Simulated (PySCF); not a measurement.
Compound: C3H3FN2.
SMILES: `Fc1cc[nH]n1`

The closed-shell ground state was solved at several levels (PySCF, density fitting, gas phase, non-relativistic). Geometry: PBE0-D3(BJ)/def2-SVP; no solvent, vibrations or thermal averaging.

| level | basis functions | total energy (Eh) | HOMO (eV) | LUMO (eV) | gap (eV) | dipole (D) |
| --- | --- | --- | --- | --- | --- | --- |
| PBE0/pcSseg-2 | 258 | -325.2168 | -7.43 | 0.15 | 7.58 | 3.74 |
| B3LYP/pcJ-1 | 192 | -325.4426 | -7.17 | 0.03 | 7.20 | 3.76 |
| PBE0/pcSseg-1 | 117 | -325.0549 | -7.43 | 0.25 | 7.68 | 3.75 |

Q: Estimate the row for CAM-B3LYP/def2-SVPD, a basis of 147 functions; the other rows only guide the guess.

A: Total energy -325.0867 Eh, HOMO -8.86 eV, LUMO 1.22 eV, gap 10.08 eV, dipole 3.86 D.

Q: Over all these levels, which gives the widest orbital gap and which the narrowest?

A: CAM-B3LYP/def2-SVPD (range-separated hybrid) has the widest, 10.08 eV, and B3LYP/pcJ-1 (global hybrid, 20 % exact exchange) the narrowest, 7.20 eV. Functional and basis both differ between the two, so the spread mixes both effects.

Q: How far do the dipole and the HOMO energy spread over the levels?

A: The dipole runs from 3.74 to 3.86 D (mean 3.78 D) and the HOMO from -8.86 to -7.17 eV.
